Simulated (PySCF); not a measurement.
Compound: C4H6N2.
InChI=1S/C4H6N2/c1-6-3-2-5-4-6/h2-4H,1H3

Method: PBE0-D3(BJ)/def2-SVP geometry optimisation, gas phase in PySCF 2.14.0.

Take the most abundant isotopes and a rigid rotor. 

Question: What are A, B and C (MHz)?

Answer: Ia = 54.75, Ib = 139.04, Ic = 190.56 u·Å²; 505379 MHz·u·Å²/I gives A = 9230, B = 3635, C = 2652 MHz.

Question: What kind of rotor is it?

Answer: An asymmetric top: κ = (2 × 3635 − 9230 − 2652)/(9230 − 2652) = -0.70.

Question: What does the inertial defect say?

Answer: Not planar: Δ = Ic − Ia − Ib = -3.23 u·Å². For a rigid frame Δ = −2 Σ m c², so Σ m c² = 1.62 u·Å² lies off the ab plane, practically all of it from hydrogen. The atom farthest from that plane is 0.96 Å away.

Question: Give the other two planar moments, Paa and Pbb, and the rms extents of the mass along the axes.

Answer: Paa = Σ m a² = (Ib + Ic − Ia)/2 = 137.43 and Pbb = Σ m b² = (Ia + Ic − Ib)/2 = 53.14 u·Å². With the mass M = 82.05 u, the rms extents √(P/M) along a, b and c are 1.29, 0.80, 0.14 Å.

Question: Give the coordinates in the principal-axis frame, origin at the centre of mass.

Answer: The sense of each axis is arbitrary; atoms in the order of the calculation.
| atom | mass (u) | a (Å) | b (Å) | c (Å) |
| --- | --- | --- | --- | --- |
| C1 | 12.000 | -2.112 | 0.020 | 0.007 |
| N2 | 14.003 | -0.673 | -0.012 | -0.009 |
| C3 | 12.000 | 0.124 | -1.130 | -0.003 |
| C4 | 12.000 | 1.416 | -0.660 | 0.004 |
| N5 | 14.003 | 1.427 | 0.706 | 0.003 |
| C6 | 12.000 | 0.167 | 1.060 | -0.003 |
| H7 | 1.008 | -2.510 | -0.359 | 0.961 |
| H8 | 1.008 | -2.525 | -0.585 | -0.814 |
| H9 | 1.008 | -2.450 | 1.056 | -0.124 |
| H10 | 1.008 | -0.292 | -2.135 | -0.006 |
| H11 | 1.008 | 2.337 | -1.242 | 0.007 |
| H12 | 1.008 | -0.213 | 2.083 | -0.006 |

Question: Which lines would a microwave search look for?

Answer: The dipole components are |μa| = 3.96 D, |μb| = 1.04 D, |μc| = 0.00 D. Intensities carry the squares of the components, which stand as 1.00 : 0.07 : 0.00 (a : b : c). Some lines, for components of 0.1 D or more:

| type | branch | J(Ka,Kc) | MHz | lower level (cm⁻¹) |
| --- | --- | --- | --- | --- |
| a | Q | 1(1,0) ← 1(1,1) | 983 | 0.396 |
| a | Q | 4(2,2) ← 4(2,3) | 1674 | 2.906 |
| b | Q | 3(2,1) ← 3(1,2) | 15972 | 1.557 |
| a | R | 3(1,3) ← 2(1,2) | 17316 | 0.783 |
| a | R | 3(2,1) ← 2(2,0) | 19323 | 1.445 |
| a | R | 4(1,4) ← 3(1,3) | 22969 | 1.361 |
| b | R | 4(1,4) ← 3(0,3) | 26619 | 1.239 |
| b | Q | 3(3,0) ← 3(2,1) | 29931 | 2.090 |
| b | Q | 3(3,1) ← 3(2,2) | 30503 | 2.070 |
| b | R | 3(3,0) ← 2(2,1) | 49372 | 1.441 |
| b | R | 4(4,0) ← 3(3,1) | 67776 | 3.088 |

Whether it is a minimum is left open (no frequencies). Zero-point vibration and centrifugal distortion are left out. A rigid rotor knows nothing of internal rotation, which can split or shift real lines. Quadrupole hyperfine structure (14N) is left out.

Time: 19 s of wall time; peak memory 0.46 GiB. Hardware: an Arm Neoverse V2 with one thread, shared host with 192 logical CPUs at a one-minute load of 77. These figures are those of the optimisation.
